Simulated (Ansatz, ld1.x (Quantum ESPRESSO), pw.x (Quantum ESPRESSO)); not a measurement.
## Equation-of-state test of one TM potential (Tc)

technetium (Tc), norm-conserving Troullier–Martins (Kleinman–Bylander form), made with ld1.x (Quantum ESPRESSO) 7.5 (PBEsol, scalar-relativistic). Core [Kr], reference 4d5 5s0 5p0 (charge +2). Waves: 5s (bound, empty): rc 2.55 bohr; 5p (bound, empty): rc 2.85 bohr; 4d (bound): rc 2.20 bohr. Local part: all-electron potential smoothed inside 1.95 bohr (lloc = -2). Core correction: Bessel-smoothed model core, default radius (core density twice the valence density).

Crystal test: fcc Tc in pw.x 7.5, no spin, 15³ k-points, Fermi–Dirac smearing 0.01 Ry, cutoffs 55/220 Ry. The reference is all-electron LAPW (Ansatz 0.2.0) with the same functional, mesh and smearing; V0 and B0 come from Birch–Murnaghan fits to the pressures at five volumes. Errors are pseudo minus all-electron; Δ is the rms difference of the E(V) curves that follow from these fits, minima aligned, over ±6 % about the mean V0. Mesh and smearing are coarse, so the numbers serve the comparison and aren't converged zero-temperature values; the lattice is a test structure that the element need not adopt.

```json
{"V (Å³/atom)": "13.392", "P all-electron (GPa)": "18.14", "P pseudo (GPa)": "6.69"}
{"V (Å³/atom)": "13.745", "P all-electron (GPa)": "8.27", "P pseudo (GPa)": "-2.30"}
{"V (Å³/atom)": "14.097", "P all-electron (GPa)": "-0.35", "P pseudo (GPa)": "-10.12"}
{"V (Å³/atom)": "14.449", "P all-electron (GPa)": "-7.86", "P pseudo (GPa)": "-16.91"}
{"V (Å³/atom)": "14.802", "P all-electron (GPa)": "-14.40", "P pseudo (GPa)": "-22.80"}
```

All-electron: a0 = 3.833 Å (V0 = 14.08 Å³/atom), B0 = 322.9 GPa.

Pseudopotential: mean pressure error (GPa): -9.85; a0 (Å): 3.794; a0 error (%): -1.03; B0 error (%): +4.4; Δ (meV/atom): 31.2. The largest radius (2.85 bohr) exceeds half the bond length (2.56 bohr), so the spheres overlap, which is one possible source of error among others. This is a poor potential for the solid. Note: ghost state, extra bound levels that the all-electron valence spectrum of the same l lacks: s at -12.4 eV. A true bound ghost makes a file unfit for plane-wave use. Atomic configuration tests: 2 of 7 tests not solved or not reliable. The logarithmic derivative shows an extra or strongly shifted pseudo pole above the reference energy (s near -0.94 Ry).

Question: At the middle volume, how do free energy and pressure move when the wave cutoff is lowered (ecutrho kept at four times it)?

Answer:

```json
{"cutoff (Ry)": "25", "shift of F (meV/atom)": "+3049.6", "shift of P (GPa)": "-132.99"}
{"cutoff (Ry)": "33", "shift of F (meV/atom)": "+307.4", "shift of P (GPa)": "-24.22"}
{"cutoff (Ry)": "44", "shift of F (meV/atom)": "+3.2", "shift of P (GPa)": "-0.50"}
```

The run at the middle volume (120 k-points, 10 iterations) took about 9.9 s on one core of a shared host (Neoverse-V1, 32 threads, 247 GiB, load 11).
